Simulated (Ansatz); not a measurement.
# Worked example: correlation energy of HAsSi, singlet

Geometry: a PBE0/def2-TZVP stationary point for this spin, not checked as a minimum.

```yaml
atoms:
  - { symbol: Si, position_ang: [0.0000, -0.0264, 1.5591] }
  - { symbol: As, position_ang: [0.0000, -0.0077, -0.5892] }
  - { symbol: H, position_ang: [0.0000, 1.3116, 0.3547] }
```

Basis cc-pVDZ; Ansatz 0.2.0. Only valence electrons are correlated (noble-gas cores and the filled d shells of p-block atoms frozen), which leaves 10 electrons in 31 orbitals. Prefix R: restricted or restricted open-shell reference. No spin–orbit coupling is included, and no scalar relativity.

Full CI isn't at hand for all of this; RCCSDTQ serves as the reference, and is uncertain by about the last step of the cluster series.

Runs differ by some tens of microhartree through their thresholds, so steps under 0.03 kcal/mol mean nothing.

```tsv
level	total energy (hartree)
RHF	-2523.632233
RMP2	-2523.821032
RCCSD	-2523.848199
RCCSD(T)	-2523.858959
RCCSDT	-2523.859913
RCCSDT(Q)	-2523.860871
RCCSDTQ	-2523.860849
```

Task: What is the correlation energy at RCCSDTQ, and what share of it do RMP2 and RCCSD(T) recover?

Result: E(corr) = -2523.860849 − (-2523.632233) = -0.228616 hartree = -6.221 eV. RMP2: -0.188799 / -0.228616 = 82.58 %. RCCSD(T): -0.226726 / -0.228616 = 99.17 %.

Task: By how many kcal/mol does RCCSD(T) miss RCCSDTQ (1 hartree = 627.509 kcal/mol), and which steps make up the rest?

Result: -2523.858959 − (-2523.860849) = 0.001890 hartree = 1.19 kcal/mol. Steps: RCCSDT − RCCSD(T) = -0.60, RCCSDT(Q) − RCCSDT = -0.60, RCCSDTQ − RCCSDT(Q) = 0.01 kcal/mol. Differences between like states or geometries often cancel part of this.
